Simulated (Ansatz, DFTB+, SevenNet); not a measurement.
## Cohesive energy of hcp Co: levels of theory against measurement

Reference value: 4.47 eV/atom (measured, finite-temperature (and zero-point) corrections as in the cited sets; as tabulated in Jana et al. (2018), arXiv:1807.00350).

```tsv
level (code)	value (eV/atom)	cell (Å³/atom)	error (eV/atom)
GFN1-xTB as cut by DFTB+	2.68	10.35	-1.79
SevenNet-0	5.40	10.78	+0.93
LDA (Ansatz)	6.67	10.01	+2.20
PBE (Ansatz)	5.02	10.86	+0.55
revPBE (Ansatz)	4.50	11.08	+0.03
RPBE (Ansatz)	4.38	11.16	-0.09
PBE-D3(BJ) (Ansatz)	5.44	10.55	+0.97
PBE-D4 (Ansatz)	5.45	10.57	+0.98
r²SCAN-D4 (Ansatz)	4.84	10.55	+0.37
HSE06 (Ansatz)	3.14	11.98	-1.33
r²SCAN0 (Ansatz)	2.95	12.13	-1.52
```

Leaving aside GFN1-xTB as cut by DFTB+ (doubt noted below), SevenNet-0 (doubt noted below), HSE06 (doubt noted below), r²SCAN0 (doubt noted below): Once the reference is moved by up to 0.03 eV/atom (a margin picked here for doubts on the reference and the settings) and values within 0.03 eV/atom count as equal, the nearest can be revPBE (+0.03 eV/atom) or RPBE (-0.09 eV/atom). Farthest off among them: LDA (+2.20 eV/atom). Within 0.5 eV/atom: revPBE, RPBE, r²SCAN-D4.

Free atoms are spin-polarised, in the lowest state found; at levels without +SOC their spin–orbit coupling is left out. Spin-polarised runs: LDA (parallel moments), PBE (parallel moments), revPBE (parallel moments), RPBE (parallel moments), PBE-D3(BJ) (parallel moments), PBE-D4 (parallel moments), r²SCAN-D4 (parallel moments), HSE06 (parallel moments), r²SCAN0 (parallel moments). GFN1-xTB as cut by DFTB+: the free atoms are run in the same model without spin. GFN1-xTB as cut by DFTB+: the method was fitted mainly to molecules. GFN1-xTB as cut by DFTB+: this magnet was run without spin. GFN1-xTB as cut by DFTB+: codes differ in how they cut the long-range tail of xTB's charge interaction in a crystal, so the value belongs to this code. SevenNet-0: free atoms can lie outside what these potentials were trained on. HSE06, r²SCAN0: the free atom's electronic state is in doubt. Each level is taken at its own relaxed cell. Cutoffs and k meshes differ between the levels. Ansatz's density-functional and Hartree–Fock values are scalar-relativistic unless marked +SOC, with PAW data made under PBE.

Machine-learned potentials (SevenNet-0) are trained on DFT data: a solid inside that data is no test of them.

Differences are worked out from the printed values.

Ansatz is a program for electronic structure.
